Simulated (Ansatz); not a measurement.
# Caesium, bcc under r²SCAN: how the Fermi-Dirac smearing moves the result

Aim: find which Fermi-Dirac smearing width is enough for energy and pressure. The geometry was relaxed under r²SCAN beforehand and stays fixed; 6 values are run, from 0.01 to 1.0 eV. Wanted are the values from which on the energy stays within 10 and 1 meV/atom, and the pressure within 0.5 GPa, of the narrowest run. Within the series other settings stay, but some runs also write fields, which adds to their time. Spin polarisation is left out.

Computed with Ansatz 0.2.0 (DFT r²SCAN, plane waves with PAW, scalar-relativistic, unless a step says otherwise).

## (1) The system as given

The structure is cubic, space group Im-3m (No. 229). The conventional cell has a = 6.270 Å, b = 6.270 Å, c = 6.270 Å, α = 90.00°, β = 90.00°, γ = 90.00°.

Coordinates:

```xyz
1
Lattice="-3.1349 3.1349 3.1349 3.1349 -3.1349 3.1349 3.1349 3.1349 -3.1349" Properties=species:S:1:pos:R:3 pbc="T T T"
Cs    0.0000    0.0000    0.0000
```

## (2) With a width of 0.01 eV

The run at 0.01 eV.

input.yaml reads:

```yaml
crystal:
  lattice:
    - [-3.1348857123, 3.1348857123, 3.1348857123]
    - [3.1348857123, -3.1348857123, 3.1348857123]
    - [3.1348857123, 3.1348857123, -3.1348857123]
  atoms:
    - { symbol: Cs, position: [0.0, 0.0, 0.0] }
hamiltonian:
  xc: r2scan
  pseudopotentials:
    kind: paw
    azcp:
      Cs: "pseudopotentials/Cs.paw.azcp"
basis:
  ecutwfc: 500
  fft_grid_basis: typed
kpoints:
  mp_grid: { grid: [7, 7, 7], shift: [0, 0, 0] }
magnetization:
  spin_polarized: false
scf:
  occupations: { method: fermi_dirac, width: 0.01 }
  lower_state_search: "off"
output:
  stress: true
```

Run with:

```bash
> ansatz run input.yaml --threads 2 --pin off --max-ram 5120MiB --backend cpu --events-out ev --progress --plain --runs-dir out
```

## (3) With a width of 0.03 eV

The run at 0.03 eV.

Edit input.yaml of step 2 so:

```diff
@@ -21,3 +21,3 @@
 scf:
-  occupations: { method: fermi_dirac, width: 0.01 }
+  occupations: { method: fermi_dirac, width: 0.03 }
   lower_state_search: "off"
```

## (4) With a width of 0.2 eV

The run at 0.2 eV.

Edit input.yaml of step 3 so:

```diff
@@ -21,3 +21,3 @@
 scf:
-  occupations: { method: fermi_dirac, width: 0.03 }
+  occupations: { method: fermi_dirac, width: 0.2 }
   lower_state_search: "off"
@@ -25 +25,5 @@
   stress: true
+  write_density: true
+  write_potential: true
+  elf: true
+  volumetric_format: npy
```

## (5) With a width of 0.3 eV

The run at 0.3 eV.

Edit input.yaml of step 4 so:

```diff
@@ -21,3 +21,3 @@
 scf:
-  occupations: { method: fermi_dirac, width: 0.2 }
+  occupations: { method: fermi_dirac, width: 0.3 }
   lower_state_search: "off"
@@ -25,5 +25 @@
   stress: true
-  write_density: true
-  write_potential: true
-  elf: true
-  volumetric_format: npy
```

## (6) With a width of 0.6 eV

The run at 0.6 eV.

Edit input.yaml of step 5 so:

```diff
@@ -21,3 +21,3 @@
 scf:
-  occupations: { method: fermi_dirac, width: 0.3 }
+  occupations: { method: fermi_dirac, width: 0.6 }
   lower_state_search: "off"
```

## (7) With a width of 1.0 eV

The run at 1.0 eV.

Edit input.yaml of step 6 so:

```diff
@@ -21,3 +21,3 @@
 scf:
-  occupations: { method: fermi_dirac, width: 0.6 }
+  occupations: { method: fermi_dirac, width: 1.0 }
   lower_state_search: "off"
```

(Steps that only read results are left out.)

Before running it: what results should come out?

The runs gave:

```
                                           quantity                       value
       E(σ → 0) stays within 10 meV/atom of 0.01 eV                up to 0.3 eV
                   E(σ → 0) stays within 1 meV/atom                up to 0.3 eV
                      pressure stays within 0.5 GPa                up to 1.0 eV
                                pressure at 0.01 eV                    0.00 GPa
energy of a separate run on a finer mesh (12×12×12)  +2.1 meV/atom from 0.01 eV
```

At 1.0 eV the energy differs by -223.1 meV/atom and the pressure by +0.4 GPa. Over the range F shifts by -1584.6 meV/atom, while E(σ → 0) shifts by -223.1. In theory F falls as the square of the width under this scheme, but here the ratio is not steady: the mesh at narrow widths, or a density of states that varies over the wide ones, can both cause that. The mesh (7×7×7) is fixed, so the narrowest widths carry a k-point error of their own. The yardstick itself is unsettled by 2.1 meV/atom against the finer mesh, so the thresholds above hold only within this series, and wider smearing, which averages over more states, can land nearer the fine-mesh value than the narrowest does. The cell taken over is 12 % larger than the measured one (110.45 Å³/atom, COD), which weighs on all values here.
